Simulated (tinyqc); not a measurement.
Worked calculation: Pariser-Parr-Pople SCF with singles CI, for the molecule C=CC=C[CH2-] (SMILES; centres numbered as the heavy atoms are written). One step of it, computed by the program tinyqc.

Problem. Singles CI, triplets. Over the 6 single excitations with the smallest orbital gaps: A = (e_a - e_i) delta - (ij|ab), with (pq|rs) = sum c_mp c_mq gamma_mn c_nr c_ns.

orbital energies (eV): -7.736982  -5.785048  -2.429852  5.869418  8.545533

coefficients:
```
         MO1        MO2        MO3        MO4        MO5
1C  0.327674   0.539082  -0.549862  -0.457592   0.300469
2C  0.492612   0.457592   0.016503   0.539082  -0.507012
3C  0.547656   0.000000   0.628299   0.000000   0.552552
4C  0.492612  -0.457592   0.016503  -0.539082  -0.507012
5C  0.327674  -0.539082  -0.549862   0.457592   0.300469
```

repulsion gamma_rs (eV):
```
           1C         2C         3C         4C         5C
1C  11.130000   7.552439   5.239019   3.670370   2.868686
2C   7.552439  11.130000   7.554960   5.240702   3.670370
3C   5.239019   7.554960  11.130000   7.554960   5.239019
4C   3.670370   5.240702   7.554960  11.130000   7.552439
5C   2.868686   3.670370   5.239019   7.552439  11.130000
```

Give: triplet CI matrix; triplet excitation energies.

Solution.

triplet CI matrix (eV):
```
         3>4      3>5      2>4      1>4      2>5      1>5
3>4   1.9512   0.0000   0.0000  -0.1499  -1.2701   0.0000
3>5   0.0000   4.2471  -1.2701   0.0000   0.0000  -0.8823
2>4   0.0000  -1.2701   5.0787   0.0000   0.0000   1.7425
1>4  -0.1499   0.0000   0.0000   6.8521   1.7425   0.0000
2>5  -1.2701   0.0000   0.0000   1.7425   7.8369   0.0000
1>5   0.0000  -0.8823   1.7425   0.0000   0.0000   8.9266
```

triplet excitation energies (eV): 1.6798  3.3041  5.0526  5.6375  9.3228  9.8957
